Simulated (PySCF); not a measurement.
Vertical excitations of a molecule C4H8 from TDA-PBE/def2-SVPD (PySCF), as energy in eV (oscillator strength): 7.55 (0.037), 7.55 (0.037), 7.58 (0.000), 8.08 (0.000), 8.12 (0.000), 8.13 (0.000), 8.15 (0.000), 8.15 (0.000), 8.24 (0.000), 8.27 (0.001). Lowest triplet (TDA): 7.37 eV. Geometry: PBE0-D3(BJ)/def2-SVP. One conformer was computed; it need not be the lowest.

Q: Which structure fits?
A) C=CCC
B) C/C=C\C
C) C1CCC1
D) CC1CC1

A: C, C1CCC1
